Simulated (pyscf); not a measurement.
Structures and frequencies: ωB97X-D3(BJ)/def2-SVP in PySCF.

SMILES: [NH2][Ta]([NH2])([NH2])([NH2])[Cl]
```xyz
14

N     -1.0789    -0.6220     2.2041
Ta    -0.2515    -0.2445     0.4624
N     -1.2120     1.4689     0.1326
N     -1.1698    -1.0576    -1.1140
N      1.4797     0.7493     0.5347
Cl     1.1928    -2.1811     0.2641
H     -0.6559    -0.3958     3.1019
H     -1.8829    -1.2315     2.3395
H     -1.1191     2.0785    -0.6773
H     -1.8865     1.8651     0.7820
H     -1.9182    -0.6118    -1.6355
H     -0.8259    -1.8875    -1.5889
H      1.5628     1.7612     0.5292
H      2.3825     0.3009     0.4062
```
Charge 0, spin multiplicity 1.

### Question
How much does it cost (ΔH, 298 K, ωB97M-D3(BJ)/def2-TZVP) to split H₂N–Ta(NH₂)(NH₂)(NH₂)–Cl (SMILES [NH2][Ta]([NH2])([NH2])([NH2])[Cl]) at its Cl–Ta bond into [H₂N–Ta(NH₂)(NH₂)–NH₂]• + Cl•?

### Answer
Cl–Ta to [H₂N–Ta(NH₂)(NH₂)–NH₂]• + Cl•: 101.4 kcal/mol. The 7 functionals that were run give +101.4 (M06-2X) to +107.5 kcal/mol (ωB97X-D3(BJ)). The radicals are drawn with the spin at the cut bond; how far it spreads was not checked. Other isomers of [H₂N–Ta(NH₂)(NH₂)–NH₂]• were not searched in full and may lie lower. Left out: the spin-orbit lowering of Cl. Open-shell species with a d-block atom are single-reference here; other states, and whether the spin sits on metal or ligand, were not checked. Elements past Kr carry the def2 core potentials, without spin-orbit coupling.
